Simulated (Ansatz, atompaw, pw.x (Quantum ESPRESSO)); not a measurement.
# pw.x on bcc W: one setting changed

Potential: PAW, atompaw 4.2.0.5, LDA (PW92); core [Kr] 4d10 4f14, reference 5s2 5p6 5d5 6s1 6p0; waves: 5s (bound): rc 1.30 bohr; 6s (bound): rc 1.38 bohr; 5p (bound): rc 1.75 bohr; 6p (bound, empty): rc 1.80 bohr; 5d (bound): rc 2.50 bohr; 5d channel at 1.7 Ry: rc 2.50 bohr; local part: bessel scheme, radius 2.30 bohr; core correction: smooth core density matched at 1.40 bohr; augmentation: sinc compensation charge, radius 2.35 bohr; PAW radius 2.50 bohr; waves and projectors: custom rrkj vanderbiltortho.

The reference run (k-mesh 15³, cutoffs 60/600 Ry, Fermi–Dirac 0.01 Ry, mixing_beta 0.4, conv_thr 1e-9, no spin) gives 1.70 GPa at 15.430 Å³/atom, where all-electron LAPW gives -0.34 GPa. This run, with its own iteration cap, changes mixing_ndim to 2.

```
&control
  calculation='scf', prefix='x', pseudo_dir='./', outdir='./tmp', tstress=.true., disk_io='none'
/
&system
  ibrav=0, nat=1, ntyp=1, ecutwfc=60, ecutrho=600, nbnd=15,
  occupations='smearing', smearing='fd', degauss=0.01
/
&electrons
  conv_thr=1e-09, mixing_beta=0.4, electron_maxstep=50, mixing_ndim=2
/
ATOMIC_SPECIES
W 1.0 W.UPF
CELL_PARAMETERS angstrom
  -1.56832228 1.56832228 1.56832228
  1.56832228 -1.56832228 1.56832228
  1.56832228 1.56832228 -1.56832228
ATOMIC_POSITIONS crystal
W 0.0000 0.0000 0.0000
K_POINTS automatic
15 15 15 0 0 0
```

```bash
pw.x < W.scf.in > W.scf.out
```

How does the run end?

It converges in 11 iterations; the free energy moves by +0.0 meV/atom and the pressure by -0.01 GPa. The result is that of the reference run.

```
Message from routine setup:
     using ibrav=0 with symmetry is DISCOURAGED, use correct ibrav instead
     lattice parameter (alat)  =       5.1333  a.u.
     unit-cell volume          =     104.1268 (a.u.)^3
     number of electrons       =        14.00
     number of Kohn-Sham states=           15
     kinetic-energy cutoff     =      60.0000  Ry
     charge density cutoff     =     600.0000  Ry
     scf convergence threshold =      1.0E-09
     Exchange-correlation= SLA PW NOGX NOGC
     number of k points=   120  Fermi-Dirac smearing, width (Ry)=  0.0100
     iteration #  1     ecut=    60.00 Ry     beta= 0.40
     total energy              =    -741.50994143 Ry
     estimated scf accuracy    <       0.08291391 Ry
     iteration #  2     ecut=    60.00 Ry     beta= 0.40
     total energy              =    -741.51182339 Ry
     estimated scf accuracy    <       0.01737044 Ry
     iteration #  3     ecut=    60.00 Ry     beta= 0.40
     total energy              =    -741.51561193 Ry
     estimated scf accuracy    <       0.00417184 Ry
     [... 5 iterations left out ...]
     iteration #  9     ecut=    60.00 Ry     beta= 0.40
     total energy              =    -741.51571250 Ry
     estimated scf accuracy    <          6.0E-09 Ry
     iteration # 10     ecut=    60.00 Ry     beta= 0.40
     total energy              =    -741.51571250 Ry
     estimated scf accuracy    <          1.5E-09 Ry
     iteration # 11     ecut=    60.00 Ry     beta= 0.40
     the Fermi energy is    21.4279 ev
!    total energy              =    -741.51571250 Ry
     estimated scf accuracy    <          4.6E-10 Ry
     smearing contrib. (-TS)   =      -0.00225857 Ry
     The total energy is F=E-TS. E is the sum of the following terms:
     one-electron contribution =      -8.00175985 Ry
     hartree contribution      =      22.91697472 Ry
     xc contribution           =     -22.15995687 Ry
     ewald contribution        =    -120.33772921 Ry
     one-center paw contrib.   =    -613.93098272 Ry
     convergence has been achieved in  11 iterations
          total   stress  (Ry/bohr**3)                   (kbar)     P=       16.93
     Message from routine punch:
     Nothing written, as per user request (disk_io='none')
```

The run took about 26 s on one core of a shared host (Intel(R) Xeon(R) Platinum 8488C, 96 threads, 372 GiB, load 71).
